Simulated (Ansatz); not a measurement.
Input file:

```yaml
crystal:
  periodic: [false, false, false]
  atoms:
    - {symbol: B, position_ang: [0.000000, -0.103742, 0.739445]}
    - {symbol: Al, position_ang: [0.000000, -0.009830, -2.655256]}
    - {symbol: H, position_ang: [0.000000, 0.113573, 1.915810]}
basis:
  gaussian: {orbitals: 6-31G}
magnetization: {spin_polarized: true, initial_magnetization: 1}
correlation: {method: bccd_t, electrons: outside_noble_gas}
accuracy: high
```

```sh
$ ansatz run in.yaml --threads 1 --pin off --events-out ev --progress --plain --max-ram 2393MiB
```

The program prints:

```
505 factors; integrals over basis functions are off by at most 2.6e-9 eV
mean field evaluation 1: about -7263.5169 eV, gradient 5.7e0 eV
mean field evaluation 2: about -7263.5155 eV, gradient 5.7e0 eV
mean field evaluation 4: about -7264.2604 eV, gradient 1.4e0 eV
mean field evaluation 8: about -7264.7136 eV, gradient 5.2e-1 eV
mean field evaluation 16: about -7264.8021 eV, gradient 8.5e-2 eV
mean field evaluation 32: about -7264.8035 eV, gradient 8.6e-2 eV
mean field evaluation 64: about -7264.8139 eV, gradient 1.7e-3 eV
mean field evaluation 96: about -7264.8028 eV, gradient 1.1e-2 eV
mean field evaluation 128: about -7264.5629 eV, gradient 2.5e-5 eV
mean field evaluation 160: about -7264.0032 eV, gradient 3.7e0 eV
...
cycle  41  -2.50007325 eV  change   -6.3e-8 eV  update   6.0e-8
cycle  42  -2.50007325 eV  change   -4.0e-9 eV  update   2.8e-8
cycle  43  -2.50007324 eV  change    1.5e-8 eV  update   1.8e-8
cycle  44  -2.50007324 eV  change   -8.5e-9 eV  update   1.5e-8
cycle  45  -2.50007325 eV  change   -3.9e-9 eV  update   8.8e-9
cycle  46  -2.50007325 eV  change   -2.8e-9 eV  update   5.4e-9
cycle  47  -2.50007325 eV  change   -3.0e-9 eV  update   3.3e-9
cycle  48  -2.50007325 eV  change   1.8e-11 eV  update   2.0e-9
cycle  49  -2.50007325 eV  change  -6.6e-10 eV  update   1.2e-9
cycle  50  -2.50007325 eV  change   6.4e-11 eV  update  7.4e-10
perturbative correction -0.07800166 eV, -0.0028665082 hartree
Total energy: -7267.28156552 eV, -267.0676715924 hartree
```

Ran on 1 thread of Arm Neoverse V2, shared host: 6.5 s wall, 0.08 GiB peak host memory.
